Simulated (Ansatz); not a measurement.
# CHB (quintet): the correlation ladder, def2-TZVPP

The task here is to estimate one member of a computed series from the others.

The runs use Ansatz 0.2.0, Gaussian basis; def2-TZVPP, core rule «outside noble gas», up to 2 orbitals frozen.

To be run: UHF; ROHF; CCSD(T) on UHF.

2 further runs of the same task are left out: 2 set aside as unsound or not needed.

### The geometry

The geometry is a PBE0/def2-TZVP stationary point (not a proven minimum) of the parent state, kept for this charge and spin.

3 atoms, charge 0, spin multiplicity 5.

Atoms are counted from 1 here; the program's logs count them from 0.

Bond lengths: B1–C2 1.353 Å, C2–H3 1.071 Å. Angles: B1–C2–H3 180.0°.

Set-up of the first run:

in.yaml reads:

```yaml
crystal:
  periodic: [false, false, false]
  atoms:
    - {symbol: B, position_ang: [0.000000, 0.000000, 1.259200]}
    - {symbol: C, position_ang: [0.000000, 0.000000, -0.094199]}
    - {symbol: H, position_ang: [0.000000, 0.000000, -1.165001]}
basis:
  gaussian: {orbitals: def2-TZVPP}
magnetization: {spin_polarized: true, initial_magnetization: 4}
hamiltonian: {xc: hf}
output: {orbitals: {seedname: orbitals}}
```

Started as:

```console
$ ansatz run in.yaml --threads 1 --pin off --events-out ev --progress --plain --max-ram 4096MiB --backend cpu
```

Among the steps run: UHF; ROHF; CCSD(T) on UHF.

One of the session's tables, all rows but one given; the rest of the session is left out.

| method | from UCCSD(T) (kcal/mol) |
| --- | --- |
| ROHF | +111.70 |
| UHF | ? |
| UMP2 | +18.14 |
| UCCSD | +3.24 |
| UCCSD(T) | 0 |

Estimate the missing values for UHF.

As computed: from UCCSD(T) (kcal/mol): +107.60. In the column «from UCCSD(T) (kcal/mol)» it lies between UMP2 (+18.14) and ROHF (+111.70).
